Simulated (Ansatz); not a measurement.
## Molecular dynamics of BH6Si2

Input file:

```yaml
crystal:
  periodic: [false, false, false]
  atoms:
    - { symbol: B, position_ang: [-1.026173, 0.591157, -1.546922] }
    - { symbol: Si, position_ang: [0.560402, -0.012976, -0.553269] }
    - { symbol: Si, position_ang: [0.349411, -0.703559, 1.618088] }
    - { symbol: H, position_ang: [-0.979037, 0.915115, -2.699041] }
    - { symbol: H, position_ang: [-2.075474, 0.632988, -0.967691] }
    - { symbol: H, position_ang: [0.333472, 0.907828, 0.862224] }
    - { symbol: H, position_ang: [1.950292, 0.159622, -1.023601] }
    - { symbol: H, position_ang: [-0.758971, -1.588133, 2.024893] }
    - { symbol: H, position_ang: [1.646078, -0.902041, 2.285308] }
magnetization:
  spin_polarized: true
  initial_magnetization: 1
basis:
  gaussian: { orbitals: def2-SVP }
hamiltonian:
  xc: hf
md:
  timestep: 0.5
  n_steps: 200
  ensemble: nve
  temperature: 300.0
  initial_velocities: maxwell_boltzmann
  seed: 12926
```

Launched with:

```bash
$ ansatz run input.yaml --threads 2 --pin off --max-ram 3072MiB --backend cpu --events-out ev --progress --plain --runs-dir out
```

It starts at the highest image of a converged band. Of that band: Neighbouring images differ by up to 1.6 eV, so the band resolves the path poorly. A vibrational analysis at the climbing image gives one clearly imaginary mode, 1706i cm⁻¹: a first-order saddle point.

Output, in part (one step line in 4, the closing report, with atoms numbered from 0):

```
md step     0: t =     0.00 fs  T =   300.0 K  F+E_penalty+E_count = -16481.80241442 eV  E_kin = 0.271446 eV  conserved = -16481.53096842 eV  (96 SCF iters)
md step     4: t =     2.00 fs  T =   225.6 K  F+E_penalty+E_count = -16481.73408885 eV  E_kin = 0.204154 eV  conserved = -16481.52993495 eV  (39 SCF iters)
md step     8: t =     4.00 fs  T =   209.6 K  F+E_penalty+E_count = -16481.71900032 eV  E_kin = 0.189605 eV  conserved = -16481.52939512 eV  (40 SCF iters)
md step    12: t =     6.00 fs  T =   382.6 K  F+E_penalty+E_count = -16481.87655460 eV  E_kin = 0.346222 eV  conserved = -16481.53033254 eV  (42 SCF iters)
md step    16: t =     8.00 fs  T =   568.5 K  F+E_penalty+E_count = -16482.04463309 eV  E_kin = 0.514384 eV  conserved = -16481.53024916 eV  (42 SCF iters)
md step    20: t =    10.00 fs  T =   821.0 K  F+E_penalty+E_count = -16482.27252344 eV  E_kin = 0.742889 eV  conserved = -16481.52963449 eV  (39 SCF iters)
md step    24: t =    12.00 fs  T =  1243.9 K  F+E_penalty+E_count = -16482.65655819 eV  E_kin = 1.125516 eV  conserved = -16481.53104259 eV  (39 SCF iters)
md step    28: t =    14.00 fs  T =  1536.3 K  F+E_penalty+E_count = -16482.92151188 eV  E_kin = 1.390064 eV  conserved = -16481.53144802 eV  (36 SCF iters)
md step    32: t =    16.00 fs  T =  1599.0 K  F+E_penalty+E_count = -16482.97770999 eV  E_kin = 1.446788 eV  conserved = -16481.53092185 eV  (39 SCF iters)
md step    36: t =    18.00 fs  T =  1567.0 K  F+E_penalty+E_count = -16482.94878752 eV  E_kin = 1.417837 eV  conserved = -16481.53095073 eV  (37 SCF iters)
md step    40: t =    20.00 fs  T =  1464.4 K  F+E_penalty+E_count = -16482.85588204 eV  E_kin = 1.325016 eV  conserved = -16481.53086621 eV  (40 SCF iters)
md step    44: t =    22.00 fs  T =  1370.4 K  F+E_penalty+E_count = -16482.76987856 eV  E_kin = 1.239982 eV  conserved = -16481.52989638 eV  (39 SCF iters)
md step    48: t =    24.00 fs  T =  1457.2 K  F+E_penalty+E_count = -16482.84981613 eV  E_kin = 1.318477 eV  conserved = -16481.53133917 eV  (38 SCF iters)
md step    52: t =    26.00 fs  T =  1426.8 K  F+E_penalty+E_count = -16482.82285110 eV  E_kin = 1.290957 eV  conserved = -16481.53189395 eV  (38 SCF iters)
md step    56: t =    28.00 fs  T =  1178.9 K  F+E_penalty+E_count = -16482.59629304 eV  E_kin = 1.066683 eV  conserved = -16481.52961016 eV  (37 SCF iters)
md step    60: t =    30.00 fs  T =  1213.3 K  F+E_penalty+E_count = -16482.62781842 eV  E_kin = 1.097850 eV  conserved = -16481.52996880 eV  (38 SCF iters)
md step    64: t =    32.00 fs  T =  1432.2 K  F+E_penalty+E_count = -16482.82814512 eV  E_kin = 1.295865 eV  conserved = -16481.53227971 eV  (36 SCF iters)
md step    68: t =    34.00 fs  T =  1346.4 K  F+E_penalty+E_count = -16482.74878813 eV  E_kin = 1.218206 eV  conserved = -16481.53058237 eV  (37 SCF iters)
md step    72: t =    36.00 fs  T =  1242.0 K  F+E_penalty+E_count = -16482.65428549 eV  E_kin = 1.123798 eV  conserved = -16481.53048772 eV  (45 SCF iters)
md step    76: t =    38.00 fs  T =  1213.1 K  F+E_penalty+E_count = -16482.62837141 eV  E_kin = 1.097677 eV  conserved = -16481.53069466 eV  (38 SCF iters)
md step    80: t =    40.00 fs  T =  1222.7 K  F+E_penalty+E_count = -16482.63706828 eV  E_kin = 1.106352 eV  conserved = -16481.53071590 eV  (40 SCF iters)
md step    84: t =    42.00 fs  T =  1234.4 K  F+E_penalty+E_count = -16482.64845140 eV  E_kin = 1.116910 eV  conserved = -16481.53154180 eV  (38 SCF iters)
md step    88: t =    44.00 fs  T =  1090.1 K  F+E_penalty+E_count = -16482.51703920 eV  E_kin = 0.986369 eV  conserved = -16481.53067036 eV  (38 SCF iters)
md step    92: t =    46.00 fs  T =   908.6 K  F+E_penalty+E_count = -16482.35278300 eV  E_kin = 0.822106 eV  conserved = -16481.53067708 eV  (39 SCF iters)
md step    96: t =    48.00 fs  T =   748.6 K  F+E_penalty+E_count = -16482.20783960 eV  E_kin = 0.677335 eV  conserved = -16481.53050447 eV  (47 SCF iters)
md step   100: t =    50.00 fs  T =   611.9 K  F+E_penalty+E_count = -16482.08442037 eV  E_kin = 0.553698 eV  conserved = -16481.53072249 eV  (38 SCF iters)
md step   104: t =    52.00 fs  T =   490.4 K  F+E_penalty+E_count = -16481.97346175 eV  E_kin = 0.443753 eV  conserved = -16481.52970913 eV  (35 SCF iters)
md step   108: t =    54.00 fs  T =   593.5 K  F+E_penalty+E_count = -16482.06702835 eV  E_kin = 0.537040 eV  conserved = -16481.52998824 eV  (33 SCF iters)
md step   112: t =    56.00 fs  T =   842.8 K  F+E_penalty+E_count = -16482.29420884 eV  E_kin = 0.762582 eV  conserved = -16481.53162655 eV  (38 SCF iters)
md step   116: t =    58.00 fs  T =   927.7 K  F+E_penalty+E_count = -16482.36952784 eV  E_kin = 0.839434 eV  conserved = -16481.53009399 eV  (39 SCF iters)
md step   120: t =    60.00 fs  T =  1127.5 K  F+E_penalty+E_count = -16482.55055677 eV  E_kin = 1.020163 eV  conserved = -16481.53039422 eV  (38 SCF iters)
md step   124: t =    62.00 fs  T =  1375.0 K  F+E_penalty+E_count = -16482.77628208 eV  E_kin = 1.244149 eV  conserved = -16481.53213322 eV  (83 SCF iters)
md step   128: t =    64.00 fs  T =  1314.7 K  F+E_penalty+E_count = -16482.72035465 eV  E_kin = 1.189576 eV  conserved = -16481.53077844 eV  (85 SCF iters)
md step   132: t =    66.00 fs  T =  1233.6 K  F+E_penalty+E_count = -16482.64602081 eV  E_kin = 1.116164 eV  conserved = -16481.52985673 eV  (85 SCF iters)
md step   136: t =    68.00 fs  T =  1374.7 K  F+E_penalty+E_count = -16482.77454721 eV  E_kin = 1.243875 eV  conserved = -16481.53067257 eV  (86 SCF iters)
md step   140: t =    70.00 fs  T =  1548.6 K  F+E_penalty+E_count = -16482.93301228 eV  E_kin = 1.401214 eV  conserved = -16481.53179811 eV  (88 SCF iters)
md step   144: t =    72.00 fs  T =  1503.4 K  F+E_penalty+E_count = -16482.89139809 eV  E_kin = 1.360288 eV  conserved = -16481.53111033 eV  (82 SCF iters)
md step   148: t =    74.00 fs  T =  1386.5 K  F+E_penalty+E_count = -16482.78466483 eV  E_kin = 1.254555 eV  conserved = -16481.53011008 eV  (81 SCF iters)
md step   152: t =    76.00 fs  T =  1380.9 K  F+E_penalty+E_count = -16482.78049693 eV  E_kin = 1.249468 eV  conserved = -16481.53102875 eV  (82 SCF iters)
md step   156: t =    78.00 fs  T =  1340.0 K  F+E_penalty+E_count = -16482.74293909 eV  E_kin = 1.212428 eV  conserved = -16481.53051076 eV  (87 SCF iters)
md step   160: t =    80.00 fs  T =  1329.0 K  F+E_penalty+E_count = -16482.73297680 eV  E_kin = 1.202483 eV  conserved = -16481.53049419 eV  (85 SCF iters)
md step   164: t =    82.00 fs  T =  1355.6 K  F+E_penalty+E_count = -16482.75751882 eV  E_kin = 1.226546 eV  conserved = -16481.53097276 eV  (85 SCF iters)
md step   168: t =    84.00 fs  T =  1367.3 K  F+E_penalty+E_count = -16482.76718065 eV  E_kin = 1.237137 eV  conserved = -16481.53004361 eV  (77 SCF iters)
md step   172: t =    86.00 fs  T =  1517.1 K  F+E_penalty+E_count = -16482.90415309 eV  E_kin = 1.372717 eV  conserved = -16481.53143572 eV  (83 SCF iters)
md step   176: t =    88.00 fs  T =  1518.3 K  F+E_penalty+E_count = -16482.90557046 eV  E_kin = 1.373775 eV  conserved = -16481.53179564 eV  (85 SCF iters)
md step   180: t =    90.00 fs  T =  1294.9 K  F+E_penalty+E_count = -16482.70153169 eV  E_kin = 1.171678 eV  conserved = -16481.52985388 eV  (87 SCF iters)
md step   184: t =    92.00 fs  T =  1211.5 K  F+E_penalty+E_count = -16482.62704583 eV  E_kin = 1.096214 eV  conserved = -16481.53083183 eV  (101 SCF iters)
md step   188: t =    94.00 fs  T =  1085.6 K  F+E_penalty+E_count = -16482.51385102 eV  E_kin = 0.982246 eV  conserved = -16481.53160457 eV  (105 SCF iters)
md step   192: t =    96.00 fs  T =   734.4 K  F+E_penalty+E_count = -16482.19463327 eV  E_kin = 0.664500 eV  conserved = -16481.53013354 eV  (105 SCF iters)
md step   196: t =    98.00 fs  T =   497.1 K  F+E_penalty+E_count = -16481.97911723 eV  E_kin = 0.449778 eV  conserved = -16481.52933906 eV  (103 SCF iters)
md step   200: t =   100.00 fs  T =   551.6 K  F+E_penalty+E_count = -16482.02978435 eV  E_kin = 0.499128 eV  conserved = -16481.53065632 eV  (100 SCF iters)
Total energy: -16482.02978435 eV, -605.7034226540 hartree
Atom 0 at    -0.993723     0.739235    -1.427490 Å, force    -1.467385     0.773895     0.506264 eV/Å
Atom 1 at     0.580199    -0.099834    -0.635249 Å, force     0.877932     2.118870     0.792862 eV/Å
Atom 2 at     0.297439    -0.758461     1.666055 Å, force    -0.260337    -0.777705    -0.398198 eV/Å
Atom 3 at    -1.052752     1.434582    -2.400581 Å, force     0.348865    -0.332662    -0.308500 eV/Å
Atom 4 at    -1.960712     0.842337    -0.729593 Å, force    -0.285821    -0.148052     0.029906 eV/Å
Atom 5 at     0.799300     1.211586     0.303528 Å, force    -0.081337    -0.521123    -1.414524 eV/Å
Atom 6 at     1.579361     0.094937    -1.767072 Å, force     0.408979    -0.953694     1.063735 eV/Å
Atom 7 at     1.423686    -1.527408     2.247146 Å, force     0.056299     0.223657     0.110433 eV/Å
Atom 8 at    -0.124067     0.431054     2.495526 Å, force     0.402806    -0.383187    -0.381979 eV/Å
Dipole moment:     0.014653    -0.231438    -0.005079 e Å
```

The run went to its last step. The conserved energy stayed within 0.23 meV per atom of its start (net change 0.035 meV per atom), so the integration is sound. The system heated up, since it started high on the potential surface and ran downhill. A run of 0.1 ps of so small a system gives no equilibrium averages.

The step under study would form Si3–H6 and break Si2–H6. These pairs go: Si3–H6 1.78 → 2.45 Å, Si2–H6 1.70 → 1.63 Å. In the last frame they stand as before the step (other bonds may differ from the relaxed reactants and products). It ends as one piece, BH6Si2. Pairs count as bonded within 1.25 times the sum of covalent radii (0.12 Å more for H–H).

Last frame:

```xyz
9
Properties=species:S:1:pos:R:3
B -0.994 0.739 -1.427
Si 0.580 -0.100 -0.635
Si 0.297 -0.758 1.666
H -1.053 1.435 -2.401
H -1.961 0.842 -0.730
H 0.799 1.212 0.303
H 1.579 0.095 -1.767
H 1.424 -1.527 2.247
H -0.124 0.431 2.495
```

Run time: 3 min on 2 threads of Arm Neoverse V1, on a shared host, peak memory 0.17 GiB.
